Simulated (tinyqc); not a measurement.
Worked calculation (part 1 of 3): UHF in the sto-3g basis, for CH2, spin multiplicity 3. Computed by tinyqc, a small Python program that keeps every step (integrals from PySCF). Settings: charge = 0, multiplicity = 3, basis = sto-3g, energy threshold = 1e-09, iteration cap = 59, orthogonalisation = symmetric, start = atomic densities, DIIS depth = 8, method = UHF. Command: `OMP_NUM_THREADS=1 python tinyqc.py 31751 31752 out.jsonl` (the two numbers bound the seeds that draw the settings). One thread of a shared host (Intel(R) Xeon(R) Processor @ 2.60GHz), about 0.1 s of CPU time with the checks. Later iterations appear only in the table of the cycle.

## One-electron integrals

Geometry (angstrom):

| atom | x | y | z |
|---|---|---|---|
| C | 0.000000 | 0.000000 | 0.000000 |
| H | 0.000000 | 1.243000 | 0.798000 |
| H | 0.000000 | -1.243000 | 0.798000 |

Basis sto-3g: exponents (1/bohr^2) and contraction coefficients of normalised primitives:

| element | l (shell) | exponent | coefficient |
|---|---|---|---|
| C | s (1) | 71.616837 | 0.154329 |
| C | s (1) | 13.045096 | 0.535328 |
| C | s (1) | 3.530512 | 0.444635 |
| C | s (2) | 2.941249 | -0.099967 |
| C | s (2) | 0.683483 | 0.399513 |
| C | s (2) | 0.222290 | 0.700115 |
| C | p (3) | 2.941249 | 0.155916 |
| C | p (3) | 0.683483 | 0.607684 |
| C | p (3) | 0.222290 | 0.391957 |
| H | s (1) | 3.425251 | 0.154329 |
| H | s (1) | 0.623914 | 0.535328 |
| H | s (1) | 0.168855 | 0.444635 |

Overlap, kinetic and nuclear-attraction integrals over the contracted functions; the nuclear repulsion is the sum of Za Zb / Rab.

nuclear repulsion = 4.51188460 hartree

overlap S:
```
           1C 1s     1C 2s    1C 2px     1C 2py    1C 2pz     2H 1s      3H 1s
1C 1s   1.000000  0.248362  0.000000   0.000000  0.000000  0.025772   0.025772
1C 2s   0.248362  1.000000  0.000000   0.000000  0.000000  0.295415   0.295415
1C 2px  0.000000  0.000000  1.000000   0.000000  0.000000  0.000000   0.000000
1C 2py  0.000000  0.000000  0.000000   1.000000  0.000000  0.270205  -0.270205
1C 2pz  0.000000  0.000000  0.000000   0.000000  1.000000  0.173470   0.173470
2H 1s   0.025772  0.295415  0.000000   0.270205  0.173470  1.000000   0.050834
3H 1s   0.025772  0.295415  0.000000  -0.270205  0.173470  0.050834   1.000000
```

kinetic energy T (hartree):
```
            1C 1s      1C 2s    1C 2px     1C 2py    1C 2pz      2H 1s      3H 1s
1C 1s   15.891122  -0.085890  0.000000   0.000000  0.000000  -0.007762  -0.007762
1C 2s   -0.085890   0.472250  0.000000   0.000000  0.000000   0.020577   0.020577
1C 2px   0.000000   0.000000  1.477728   0.000000  0.000000   0.000000   0.000000
1C 2py   0.000000   0.000000  0.000000   1.477728  0.000000   0.073430  -0.073430
1C 2pz   0.000000   0.000000  0.000000   0.000000  1.477728   0.047142   0.047142
2H 1s   -0.007762   0.020577  0.000000   0.073430  0.047142   0.760032  -0.010744
3H 1s   -0.007762   0.020577  0.000000  -0.073430  0.047142  -0.010744   0.760032
```

nuclear attraction V (hartree):
```
             1C 1s      1C 2s     1C 2px     1C 2py     1C 2pz      2H 1s      3H 1s
1C 1s   -34.369245  -4.370181   0.000000   0.000000  -0.009965  -0.459762  -0.459762
1C 2s    -4.370181  -5.903234   0.000000   0.000000  -0.113172  -1.338940  -1.338940
1C 2px    0.000000   0.000000  -5.818224   0.000000   0.000000   0.000000   0.000000
1C 2py    0.000000   0.000000   0.000000  -5.909367   0.000000  -1.111607   1.111607
1C 2pz   -0.009965  -0.113172   0.000000   0.000000  -5.855790  -0.730129  -0.730129
2H 1s    -0.459762  -1.338940   0.000000  -1.111607  -0.730129  -3.579383  -0.201878
3H 1s    -0.459762  -1.338940   0.000000   1.111607  -0.730129  -0.201878  -3.579383
```

core Hamiltonian H = T + V (hartree):
```
             1C 1s      1C 2s     1C 2px     1C 2py     1C 2pz      2H 1s      3H 1s
1C 1s   -18.478123  -4.456071   0.000000   0.000000  -0.009965  -0.467523  -0.467523
1C 2s    -4.456071  -5.430984   0.000000   0.000000  -0.113172  -1.318364  -1.318364
1C 2px    0.000000   0.000000  -4.340496   0.000000   0.000000   0.000000   0.000000
1C 2py    0.000000   0.000000   0.000000  -4.431639   0.000000  -1.038178   1.038178
1C 2pz   -0.009965  -0.113172   0.000000   0.000000  -4.378061  -0.682987  -0.682987
2H 1s    -0.467523  -1.318364   0.000000  -1.038178  -0.682987  -2.819351  -0.212623
3H 1s    -0.467523  -1.318364   0.000000   1.038178  -0.682987  -0.212623  -2.819351
```

## Two-electron integrals

Functions are numbered as in S; the eight-fold symmetry (ij|kl) = (ji|kl) = (kl|ij) leaves the list below.

Two-electron integrals (ij|kl) in chemists' order, unique and non-zero (hartree):
```
(11|11) 3.541948    (21|11) 0.576921    (21|21) 0.111888    (22|11) 0.854682
(22|21) 0.205284    (22|22) 0.624709    (31|31) 0.020296    (32|31) 0.030858
(32|32) 0.137996    (33|11) 0.852436    (33|21) 0.205335    (33|22) 0.624568
(33|33) 0.672833    (41|41) 0.020296    (42|41) 0.030858    (42|42) 0.137996
(43|43) 0.036269    (44|11) 0.852436    (44|21) 0.205335    (44|22) 0.624568
(44|33) 0.600295    (44|44) 0.672833    (51|51) 0.020296    (52|51) 0.030858
(52|52) 0.137996    (53|53) 0.036269    (54|54) 0.036269    (55|11) 0.852436
(55|21) 0.205335    (55|22) 0.624568    (55|33) 0.600295    (55|44) 0.600295
(55|55) 0.672833    (61|11) 0.060077    (61|21) 0.011589    (61|22) 0.021257
(61|33) 0.021194    (61|41) 0.000559    (61|42) 0.001057    (61|44) 0.021333
(61|51) 0.000359    (61|52) 0.000679    (61|54) 0.000090    (61|55) 0.021251
(61|61) 0.001224    (62|11) 0.175191    (62|21) 0.042795    (62|22) 0.147627
(62|33) 0.143866    (62|41) 0.003370    (62|42) 0.025451    (62|44) 0.151748
(62|51) 0.002163    (62|52) 0.016340    (62|54) 0.005060    (62|55) 0.147115
(62|61) 0.004622    (62|62) 0.050337    (63|31) 0.003916    (63|32) 0.021897
(63|43) 0.004688    (63|53) 0.003010    (63|63) 0.005428    (64|11) 0.137441
(64|21) 0.033960    (64|22) 0.124198    (64|33) 0.118207    (64|41) 0.006155
(64|42) 0.041116    (64|44) 0.133568    (64|51) 0.001438    (64|52) 0.012338
(64|54) 0.006852    (64|55) 0.120674    (64|61) 0.003796    (64|62) 0.050094
(64|64) 0.054373    (65|11) 0.088237    (65|21) 0.021802    (65|22) 0.079735
(65|33) 0.075889    (65|41) 0.001438    (65|42) 0.012338    (65|44) 0.079731
(65|51) 0.004838    (65|52) 0.029818    (65|54) 0.007155    (65|55) 0.083491
(65|61) 0.002437    (65|62) 0.032160    (65|64) 0.031422    (65|65) 0.025601
(66|11) 0.356530    (66|21) 0.088467    (66|22) 0.348875    (66|33) 0.332415
(66|41) 0.007451    (66|42) 0.078477    (66|44) 0.367035    (66|51) 0.004784
(66|52) 0.050382    (66|54) 0.022226    (66|55) 0.346684    (66|61) 0.009609
(66|62) 0.162768    (66|64) 0.177723    (66|65) 0.114098    (66|66) 0.774606
(71|11) 0.060077    (71|21) 0.011589    (71|22) 0.021257    (71|33) 0.021194
(71|41) -0.000559   (71|42) -0.001057   (71|44) 0.021333    (71|51) 0.000359
(71|52) 0.000679    (71|54) -0.000090   (71|55) 0.021251    (71|61) 0.001191
(71|62) 0.004361    (71|64) 0.003335    (71|65) 0.002310    (71|66) 0.009008
(71|71) 0.001224    (72|11) 0.175191    (72|21) 0.042795    (72|22) 0.147627
(72|33) 0.143866    (72|41) -0.003370   (72|42) -0.025451   (72|44) 0.151748
(72|51) 0.002163    (72|52) 0.016340    (72|54) -0.005060   (72|55) 0.147115
(72|61) 0.004361    (72|62) 0.033441    (72|64) 0.024722    (72|65) 0.020847
(72|66) 0.081350    (72|71) 0.004622    (72|72) 0.050337    (73|31) 0.003916
(73|32) 0.021897    (73|43) -0.004688   (73|53) 0.003010    (73|63) 0.003302
(73|73) 0.005428    (74|11) -0.137441   (74|21) -0.033960   (74|22) -0.124198
(74|33) -0.118207   (74|41) 0.006155    (74|42) 0.041116    (74|44) -0.133568
(74|51) -0.001438   (74|52) -0.012338   (74|54) 0.006852    (74|55) -0.120674
(74|61) -0.003335   (74|62) -0.024722   (74|64) -0.015754   (74|65) -0.015193
(74|66) -0.058786   (74|71) -0.003796   (74|72) -0.050094   (74|74) 0.054373
(75|11) 0.088237    (75|21) 0.021802    (75|22) 0.079735    (75|33) 0.075889
(75|41) -0.001438   (75|42) -0.012338   (75|44) 0.079731    (75|51) 0.004838
(75|52) 0.029818    (75|54) -0.007155   (75|55) 0.083491    (75|61) 0.002310
(75|62) 0.020847    (75|64) 0.015193    (75|65) 0.016023    (75|66) 0.053161
(75|71) 0.002437    (75|72) 0.032160    (75|74) -0.031422   (75|75) 0.025601
(76|11) 0.025637    (76|21) 0.006297    (76|22) 0.022789    (76|33) 0.022142
(76|44) 0.022728    (76|51) 0.000523    (76|52) 0.004346    (76|55) 0.023473
(76|61) 0.000666    (76|62) 0.006916    (76|64) 0.006040    (76|65) 0.004871
(76|66) 0.020969    (76|71) 0.000666    (76|72) 0.006916    (76|74) -0.006040
(76|75) 0.004871    (76|76) 0.001248    (77|11) 0.356530    (77|21) 0.088467
(77|22) 0.348875    (77|33) 0.332415    (77|41) -0.007451   (77|42) -0.078477
(77|44) 0.367035    (77|51) 0.004784    (77|52) 0.050382    (77|54) -0.022226
(77|55) 0.346684    (77|61) 0.009008    (77|62) 0.081350    (77|64) 0.058786
(77|65) 0.053161    (77|66) 0.212755    (77|71) 0.009609    (77|72) 0.162768
(77|74) -0.177723   (77|75) 0.114098    (77|76) 0.020969    (77|77) 0.774606
```

## Orthogonalisation

S = U s U^T; symmetric (Loewdin) form X = U s^(-1/2) U^T, so that X^T S X = 1.

eigenvalues of S: 0.501426  0.591612  0.875718  1.000000  1.105431  1.357554  1.568260

X:
```
            1C 1s      1C 2s    1C 2px     1C 2py     1C 2pz      2H 1s      3H 1s
1C 1s    1.025662  -0.139310  0.000000   0.000000  -0.005734   0.018161   0.018161
1C 2s   -0.139310   1.104362  0.000000   0.000000   0.045713  -0.171043  -0.171043
1C 2px   0.000000   0.000000  1.000000   0.000000   0.000000   0.000000   0.000000
1C 2py   0.000000   0.000000  0.000000   1.064528   0.000000  -0.155873   0.155873
1C 2pz  -0.005734   0.045713  0.000000   0.000000   1.026081  -0.098027  -0.098027
2H 1s    0.018161  -0.171043  0.000000  -0.155873  -0.098027   1.084101  -0.009751
3H 1s    0.018161  -0.171043  0.000000   0.155873  -0.098027  -0.009751   1.084101
```

## Starting guess

The start is atomic minimal-basis densities projected into this basis (PySCF's MINAO start) and scaled to the electron count of each spin; this density is not idempotent, so its energy is not variational and may lie below the converged one.

D(alpha) at the start:
```
            1C 1s      1C 2s    1C 2px     1C 2py     1C 2pz      2H 1s      3H 1s
1C 1s    1.339680  -0.323432  0.000000   0.000000   0.005171  -0.012598  -0.012598
1C 2s   -0.323432   1.309079  0.000000   0.000000  -0.019098   0.051970   0.051970
1C 2px   0.000000   0.000000  0.411579   0.000000   0.000000   0.000000   0.000000
1C 2py   0.000000   0.000000  0.000000   0.383163   0.000000   0.034101  -0.034101
1C 2pz   0.005171  -0.019098  0.000000   0.000000   0.399848   0.019072   0.019072
2H 1s   -0.012598   0.051970  0.000000   0.034101   0.019072   0.602717   0.016417
3H 1s   -0.012598   0.051970  0.000000  -0.034101   0.019072   0.016417   0.602717
```

D(beta) at the start:
```
            1C 1s      1C 2s    1C 2px     1C 2py     1C 2pz      2H 1s      3H 1s
1C 1s    0.803808  -0.194059  0.000000   0.000000   0.003103  -0.007559  -0.007559
1C 2s   -0.194059   0.785448  0.000000   0.000000  -0.011459   0.031182   0.031182
1C 2px   0.000000   0.000000  0.246947   0.000000   0.000000   0.000000   0.000000
1C 2py   0.000000   0.000000  0.000000   0.229898   0.000000   0.020461  -0.020461
1C 2pz   0.003103  -0.011459  0.000000   0.000000   0.239909   0.011443   0.011443
2H 1s   -0.007559   0.031182  0.000000   0.020461   0.011443   0.361630   0.009850
3H 1s   -0.007559   0.031182  0.000000  -0.020461   0.011443   0.009850   0.361630
```

## Iteration 1: building the Fock matrix

J_ij = sum D_kl (ij|kl) with D = D(alpha) + D(beta), K_ij = sum D_kl (ik|jl) for each spin; F = H + J - K(s); E = tr D H + tr D J / 2 - 0.5 sum_s tr D(s) K(s) + E_nn.

Coulomb J (hartree):
```
            1C 1s     1C 2s    1C 2px     1C 2py    1C 2pz     2H 1s      3H 1s
1C 1s   11.197652  2.137589  0.000000   0.000000  0.009299  0.222351   0.222351
1C 2s    2.137589  4.880068  0.000000   0.000000  0.101189  1.182108   1.182108
1C 2px   0.000000  0.000000  4.841476   0.000000  0.000000  0.000000   0.000000
1C 2py   0.000000  0.000000  0.000000   4.911413  0.000000  1.006839  -1.006839
1C 2pz   0.009299  0.101189  0.000000   0.000000  4.870248  0.661905   0.661905
2H 1s    0.222351  1.182108  0.000000   1.006839  0.661905  3.095222   0.184112
3H 1s    0.222351  1.182108  0.000000  -1.006839  0.661905  0.184112   3.095222
```

exchange K(alpha) (hartree):
```
           1C 1s     1C 2s    1C 2px     1C 2py    1C 2pz     2H 1s      3H 1s
1C 1s   4.543606  0.773942  0.000000   0.000000  0.004220  0.089360   0.089360
1C 2s   0.773942  1.094772  0.000000   0.000000  0.043427  0.354714   0.354714
1C 2px  0.000000  0.000000  0.505075   0.000000  0.000000  0.000000   0.000000
1C 2py  0.000000  0.000000  0.000000   0.567117  0.000000  0.211053  -0.211053
1C 2pz  0.004220  0.043427  0.000000   0.000000  0.530419  0.142249   0.142249
2H 1s   0.089360  0.354714  0.000000   0.211053  0.142249  0.598580   0.079846
3H 1s   0.089360  0.354714  0.000000  -0.211053  0.142249  0.079846   0.598580
```

exchange K(beta) (hartree):
```
           1C 1s     1C 2s    1C 2px     1C 2py    1C 2pz     2H 1s      3H 1s
1C 1s   2.726163  0.464365  0.000000   0.000000  0.002532  0.053616   0.053616
1C 2s   0.464365  0.656863  0.000000   0.000000  0.026056  0.212828   0.212828
1C 2px  0.000000  0.000000  0.303045   0.000000  0.000000  0.000000   0.000000
1C 2py  0.000000  0.000000  0.000000   0.340270  0.000000  0.126632  -0.126632
1C 2pz  0.002532  0.026056  0.000000   0.000000  0.318252  0.085350   0.085350
2H 1s   0.053616  0.212828  0.000000   0.126632  0.085350  0.359148   0.047908
3H 1s   0.053616  0.212828  0.000000  -0.126632  0.085350  0.047908   0.359148
```

F(alpha) (hartree):
```
             1C 1s      1C 2s     1C 2px     1C 2py     1C 2pz      2H 1s      3H 1s
1C 1s   -11.824077  -3.092425   0.000000   0.000000  -0.004886  -0.334533  -0.334533
1C 2s    -3.092425  -1.645688   0.000000   0.000000  -0.055409  -0.490969  -0.490969
1C 2px    0.000000   0.000000  -0.004095   0.000000   0.000000   0.000000   0.000000
1C 2py    0.000000   0.000000   0.000000  -0.087343   0.000000  -0.242391   0.242391
1C 2pz   -0.004886  -0.055409   0.000000   0.000000  -0.038233  -0.163332  -0.163332
2H 1s    -0.334533  -0.490969   0.000000  -0.242391  -0.163332  -0.322710  -0.108357
3H 1s    -0.334533  -0.490969   0.000000   0.242391  -0.163332  -0.108357  -0.322710
```

F(beta) (hartree):
```
             1C 1s      1C 2s    1C 2px     1C 2py     1C 2pz      2H 1s      3H 1s
1C 1s   -10.006635  -2.782848  0.000000   0.000000  -0.003198  -0.298789  -0.298789
1C 2s    -2.782848  -1.207779  0.000000   0.000000  -0.038038  -0.349084  -0.349084
1C 2px    0.000000   0.000000  0.197935   0.000000   0.000000   0.000000   0.000000
1C 2py    0.000000   0.000000  0.000000   0.139504   0.000000  -0.157970   0.157970
1C 2pz   -0.003198  -0.038038  0.000000   0.000000   0.173935  -0.106432  -0.106432
2H 1s    -0.298789  -0.349084  0.000000  -0.157970  -0.106432  -0.083278  -0.076418
3H 1s    -0.298789  -0.349084  0.000000   0.157970  -0.106432  -0.076418  -0.083278
```

total energy of this density = -38.17240483 hartree

This density is the starting one; it is not idempotent, so its energy is not variational and may lie below the converged one.

## Iteration 1: diagonalisation and new density

Diagonalise F' = X^T F X, C = X C', fill 5 alpha and 3 beta electrons from the bottom; D(s) = C_occ C_occ^T. Each column has its largest component positive (the first on a tie).

F' = X^T F X (alpha) (hartree):
```
            1          2          3          4          5          6          7
1  -11.607148  -1.541596   0.000000   0.000000  -0.016045  -0.008604  -0.008604
2   -1.541596  -0.971696   0.000000   0.000000   0.031280  -0.281789  -0.281789
3    0.000000   0.000000  -0.004095   0.000000   0.000000   0.000000   0.000000
4    0.000000   0.000000   0.000000   0.051486   0.000000  -0.242986   0.242986
5   -0.016045   0.031280   0.000000   0.000000   0.017878  -0.152895  -0.152895
6   -0.008604  -0.281789   0.000000  -0.242986  -0.152895  -0.129730  -0.034323
7   -0.008604  -0.281789   0.000000   0.242986  -0.152895  -0.034323  -0.129730
```

orbital energies (alpha) (hartree): MO1 -11.826504, MO2 -0.954029, MO3 -0.373357, MO4 -0.179984, MO5 -0.004095, MO6 0.235498, MO7 0.329435

coefficients C (alpha):
```
              MO1        MO2        MO3        MO4       MO5        MO6        MO7
1C 1s    0.995952  -0.241304   0.000000   0.110814  0.000000  -0.098262   0.000000
1C 2s    0.016221   0.877252   0.000000  -0.521044  0.000000   0.508235   0.000000
1C 2px   0.000000   0.000000   0.000000   0.000000  1.000000   0.000000   0.000000
1C 2py   0.000000   0.000000   0.498072   0.000000  0.000000   0.000000   0.966300
1C 2pz   0.001052   0.050892   0.000000   0.632353  0.000000   0.819586   0.000000
2H 1s   -0.001756   0.189973   0.503348   0.446467  0.000000  -0.617158  -0.607613
3H 1s   -0.001756   0.189973  -0.503348   0.446467  0.000000  -0.617158   0.607613
```

F' = X^T F X (beta) (hartree):
```
           1          2         3          4          5          6          7
1  -9.773801  -1.513931  0.000000   0.000000  -0.018586   0.002830   0.002830
2  -1.513931  -0.585124  0.000000   0.000000   0.037062  -0.232554  -0.232554
3   0.000000   0.000000  0.197935   0.000000   0.000000   0.000000   0.000000
4   0.000000   0.000000  0.000000   0.262603   0.000000  -0.213600   0.213600
5  -0.018586   0.037062  0.000000   0.000000   0.223539  -0.133765  -0.133765
6   0.002830  -0.232554  0.000000  -0.213600  -0.133765   0.079106  -0.027202
7   0.002830  -0.232554  0.000000   0.213600  -0.133765  -0.027202   0.079106
```

orbital energies (beta) (hartree): MO1 -10.017059, MO2 -0.530204, MO3 -0.127565, MO4 0.048263, MO5 0.197935, MO6 0.415517, MO7 0.496477

coefficients C (beta):
```
              MO1        MO2        MO3        MO4       MO5        MO6        MO7
1C 1s    0.990677  -0.247753   0.000000   0.129027  0.000000  -0.112304   0.000000
1C 2s    0.036546   0.836232   0.000000  -0.558570  0.000000   0.535727   0.000000
1C 2px   0.000000   0.000000   0.000000   0.000000  1.000000   0.000000   0.000000
1C 2py   0.000000   0.000000   0.477386   0.000000  0.000000   0.000000   0.976685
1C 2pz   0.002264   0.053458   0.000000   0.631157  0.000000   0.820342   0.000000
2H 1s   -0.005675   0.229125   0.516170   0.436189  0.000000  -0.611162  -0.596759
3H 1s   -0.005675   0.229125  -0.516170   0.436189  0.000000  -0.611162   0.596759
```

D(alpha) after iteration 1:
```
            1C 1s      1C 2s    1C 2px     1C 2py     1C 2pz      2H 1s      3H 1s
1C 1s    1.062427  -0.253268  0.000000   0.000000   0.058841   0.001885   0.001885
1C 2s   -0.253268   1.041320  0.000000   0.000000  -0.284822  -0.066003  -0.066003
1C 2px   0.000000   0.000000  1.000000   0.000000   0.000000   0.000000   0.000000
1C 2py   0.000000   0.000000  0.000000   0.248076   0.000000   0.250703  -0.250703
1C 2pz   0.058841  -0.284822  0.000000   0.000000   0.402462   0.291991   0.291991
2H 1s    0.001885  -0.066003  0.000000   0.250703   0.291991   0.488785  -0.017933
3H 1s    0.001885  -0.066003  0.000000  -0.250703   0.291991  -0.017933   0.488785
```

D(beta) after iteration 1:
```
            1C 1s      1C 2s    1C 2px     1C 2py     1C 2pz      2H 1s      3H 1s
1C 1s    1.042823  -0.170974  0.000000   0.000000  -0.011002  -0.062388  -0.062388
1C 2s   -0.170974   0.700619  0.000000   0.000000   0.044786   0.191394   0.191394
1C 2px   0.000000   0.000000  0.000000   0.000000   0.000000   0.000000   0.000000
1C 2py   0.000000   0.000000  0.000000   0.227897   0.000000   0.246412  -0.246412
1C 2pz  -0.011002   0.044786  0.000000   0.000000   0.002863   0.012236   0.012236
2H 1s   -0.062388   0.191394  0.000000   0.246412   0.012236   0.318962  -0.213901
3H 1s   -0.062388   0.191394  0.000000  -0.246412   0.012236  -0.213901   0.318962
```
